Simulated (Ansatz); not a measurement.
## Which method gave which barrier?

Saddle point of SiNH4Cl, singlet (SiNH₄Cl ([NH2][SiH2][Cl]) → SiNH₂Cl ([NH][SiH][Cl]) + H₂; bonds formed: H2–H4; bonds broken: Si1–H2, N3–H4), PBE0-D4/def2-TZVP structure:

```
7
angstrom
Si -0.4335 -0.2242 0.0378
H 0.4610 0.6108 1.2889
N 0.7279 0.2170 -0.9808
H 0.8461 0.7931 0.4959
H -1.7483 0.4151 0.2809
Cl -0.6329 -2.0842 0.8604
H 0.7797 0.2725 -1.9832
```

Program: Ansatz 0.2.0. Basis: def2-TZVPP, with def2-QZVPP for the basis limit. Cores are frozen in the correlated methods. Extrapolation: Hartree–Fock as exp(−7.88 √X), correlation as X^−2.97. Four methods, as single points on the PBE0-D4 structures, gave these electronic barriers from the start structure: 3.080, 3.362, 3.502, 4.221 eV.

**Question.** The methods were, in alphabetical order, HF, MP2, r2SCAN-D4, SPW92. Which gave which? (Judge from chemistry; the calculation decides.)

**Answer.** By the calculation: SPW92 3.080; r2SCAN-D4 3.362; MP2 3.502; HF 4.221 eV. For comparison, CCSD(T) at an estimated basis limit (MP2 extrapolated from triple and quadruple zeta, plus CCSD(T) − MP2 in triple zeta) gives 3.533 eV.

No T1 diagnostic of these runs exceeds 0.017.

Labels in which every atom is bracketed show which atoms are joined, not bond orders.

For scale, one of the runs: CCSD(T)/def2-TZVPP, 171 basis functions, launched by `ansatz run in.yaml --threads 2 --pin off --events-out ev --progress --plain --max-ram 4352MiB`. Time: 20 s of wall clock on 2 CPU threads of an Arm Neoverse V2; the host was shared. Peak host memory: 1.4 GiB.
